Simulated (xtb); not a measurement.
xtb input:

```bash
xtb mol.xyz --gfn 1 --sp --chrg -1 --uhf 0
```
mol.xyz:
```
2

S     -0.00000000    -0.00000000    -0.07936290
H      0.00000000     0.00000000     1.26980637
```

Question: Predict the final energy.

Answer: -4.37454 Eh (GFN1-xTB).
